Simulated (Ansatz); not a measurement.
# MgSi+ (doublet): the correlation ladder, cc-pVDZ

One table from this session's results is given with a row withheld; the runs are named, their logs left out.

Method: cc-pVDZ, core rule «outside noble gas», up to 10 orbitals frozen; program: Ansatz 0.2.0, Gaussian basis.

To be run: UHF; CCSD(T) on ROHF; CCSD(T) on UHF; BCCD(T) on ROHF; CISD; CCSDT(Q) on ROHF; CCSDT(Q) on UHF; CISDTQ; Full CI.

20 further runs of the same task are left out: 7 for a known fault of the program, 6 that didn't finish, 7 set aside as unsound or not needed.

## The geometry

The geometry is a PBE0/def2-TZVP stationary point (not a proven minimum) of the parent state, kept for this charge and spin.

2 atoms, charge 1, spin multiplicity 2.

Atoms are counted from 1 here; the program's logs count them from 0.

Bond lengths: Si1–Mg2 2.532 Å.

The first run:

in.yaml

```yaml
crystal:
  periodic: [false, false, false]
  atoms:
    - {symbol: Si, position_ang: [0.000000, 0.000000, 0.000000]}
    - {symbol: Mg, position_ang: [0.000000, 0.000000, 2.532400]}
basis:
  gaussian: {orbitals: cc-pVDZ}
total_charge: 1
magnetization: {spin_polarized: true, initial_magnetization: 1}
hamiltonian: {xc: hf}
output: {orbitals: {seedname: orbitals}}
```

Started as:

```console
> ansatz run in.yaml --threads 1 --pin off --events-out ev --progress --plain --max-ram 2393MiB
```

Steps of the session up to this table: UHF; CCSD(T) on ROHF; CCSD(T) on UHF; BCCD(T) on ROHF; CISD; CCSDT(Q) on ROHF; CCSDT(Q) on UHF; CISDTQ; Full CI.

One table of the session follows, with a row left open; its other results are not shown here.

```
   method  from FCI (meV)
     ROHF         +2893.0
      UHF         +2595.3
     RMP2          +845.6
     UMP2               ?
     CISD          +251.9
    RCCSD          +139.9
    UCCSD          +145.3
 RCCSD(T)           +38.2
 UCCSD(T)           +49.2
  BCCD(T)           +39.1
   RCCSDT            +6.8
   UCCSDT            +7.0
   CISDTQ            +3.4
RCCSDT(Q)            +1.2
UCCSDT(Q)            +1.6
      FCI               0
```

Estimate the missing values for UMP2.

The run gave: from FCI (meV): +1006.9. In the column «from FCI (meV)» it lies between RMP2 (+845.6) and UHF (+2595.3).

To keep in mind: The determinant is far from a pure spin state, so its energy mixes those of several spin states (harmless only where they are near-degenerate, as at dissociation). Levels on UHF freeze UHF's core orbitals, full CI those of ROHF, so the U rows can settle a little off it for that reason alone. Restricted and unrestricted rows rest on different reference determinants; where their highest levels disagree by more than a few hundredths of an eV, they describe different states and don't form one ladder.
